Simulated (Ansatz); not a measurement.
# C2H3NS: a ladder of functionals and wavefunction methods

Aim: compute C2H3NS with functionals from several rungs and with coupled cluster, and see how far each lands from CCSD(T) at the basis-set limit for the atomisation energy.

Computed with Ansatz 0.2.0, Gaussian basis. Level: functionals in def2-TZVPP, the program's frozen cores in correlated methods.

Levels to be run: LDA (SPW92), PBE-D4, revPBE-D4, BLYP-D4, r2SCAN-D4, B97M-V, PBE0-D4, B3LYP-D4, r2SCANh-D4, r2SCAN0-D4, HSE06-D4, BHLYP-D4, CAM-B3LYP-D4, LC-ωPBE, ωB97X-V, ωB97M-V, B2PLYP, PBE-QIDH; CCSD(T)/def2-SVP; CCSD(T)/def2-TZVPP; MP2/def2-QZVPP; extrapolation to the limit; RPA on PBE.

### Step 1. Structure used throughout

An earlier PBE0-D4 in a triple-zeta def2 set relaxation fixed the geometry.

SMILES `SC1=NC1`, 7 atoms, charge 0, spin multiplicity 1.

Atoms are counted from 1 here; the program's logs count them from 0.

Bond lengths: S1–C2 1.710 Å, S1–H5 1.342 Å, C2–N3 1.253 Å, C2–C4 1.440 Å, N3–C4 1.523 Å, C4–H6 1.087 Å, C4–H7 1.087 Å. Angles: C2–S1–H5 95.2°, S1–C2–N3 139.8°, S1–C2–C4 151.7°, N3–C2–C4 68.5°, C2–N3–C4 61.6°, C2–C4–N3 49.9°, C2–C4–H6 120.2°, C2–C4–H7 120.2°, N3–C4–H6 116.8°, N3–C4–H7 116.8°, H6–C4–H7 116.1°.

### Step 2. LDA

This LDA is Slater exchange with PW92 correlation.

Input file in.yaml:

```yaml
crystal:
  periodic: [false, false, false]
  atoms:
    - {symbol: S, position_ang: [-1.585666, -0.740513, -1.080093]}
    - {symbol: C, position_ang: [-0.218021, -0.523201, -0.076939]}
    - {symbol: N, position_ang: [0.553198, -1.193338, 0.647814]}
    - {symbol: C, position_ang: [0.791823, 0.305848, 0.529479]}
    - {symbol: H, position_ang: [-1.691812, 0.553154, -1.421101]}
    - {symbol: H, position_ang: [0.552283, 0.910288, 1.400779]}
    - {symbol: H, position_ang: [1.659397, 0.619760, -0.045541]}
basis:
  gaussian: {orbitals: def2-TZVPP}
hamiltonian: {xc: lda}
output: {orbitals: {seedname: orbitals}}
```

Run with:

```
$ ansatz run in.yaml --threads 2 --pin off --events-out ev --progress --plain --max-ram 4352MiB
```

After this run come: PBE-D4 (GGA); revPBE-D4 (GGA); BLYP-D4 (GGA); r2SCAN-D4 (meta-GGA); B97M-V (meta-GGA); B3LYP-D4 (hybrid); r2SCANh-D4 (hybrid); r2SCAN0-D4 (hybrid); HSE06-D4 (hybrid); BHLYP-D4 (hybrid); CAM-B3LYP-D4 (range-separated); LC-ωPBE (range-separated); ωB97X-V (range-separated); ωB97M-V (range-separated); B2PLYP (double hybrid); PBE-QIDH (double hybrid); CCSD(T) in def2-SVP; CCSD(T) in def2-TZVPP; MP2 in def2-QZVPP; RPA on PBE orbitals.

Before running them: what should the planned runs give, taken together? Wanted: atomisation energy, CCSD(T)/CBS; farthest beyond LDA; mean size of error, GGA; mean size of error, meta-GGA; mean size of error, hybrid; mean size of error, range-separated; mean size of error, double hybrid; gap, smallest and largest; T1 diagnostic.

**Answer**, as computed:

| quantity | value |
| --- | --- |
| atomisation energy, CCSD(T)/CBS | 27.347 eV |
| functionals within 0.137 eV (0.5 %) | r2SCANh-D4, PBE-QIDH |
| farthest beyond LDA | PBE-D4 (+1.551 eV) |
| mean size of error, GGA | 0.912 eV |
| mean size of error, meta-GGA | 0.324 eV |
| mean size of error, hybrid | 0.506 eV |
| mean size of error, range-separated | 0.237 eV |
| mean size of error, double hybrid | 0.079 eV |
| gap, smallest and largest | 4.92 eV (LDA (SPW92)), 12.30 eV (LC-ωPBE) |
| T1 diagnostic | 0.0129 |
| triples share of the correlation energy | 4.9 % |

In words: The LDA atomisation energy is off by 5.321 eV (19 %): it overbinds. PBE-D4 misses by +1.551 eV. Double hybrids carry the basis error of their MP2 part in triple zeta, and no dispersion term here, so their miss is partly the set-up's. By mean error the best rung here is double hybrid (0.079 eV) and the worst beyond LDA is GGA (0.912 eV). The reference freezes the cores and leaves out relativity and excitations past (T), so misses under about 0.137 eV can't be ranked. Hartree-Fock recovers 65 % of the binding; the rest is correlation. CCSD(T) in def2-SVP is off by -1.655 eV, which most functionals beat. Orbital gaps span 4.9 to 12.3 eV; exact exchange widens them.
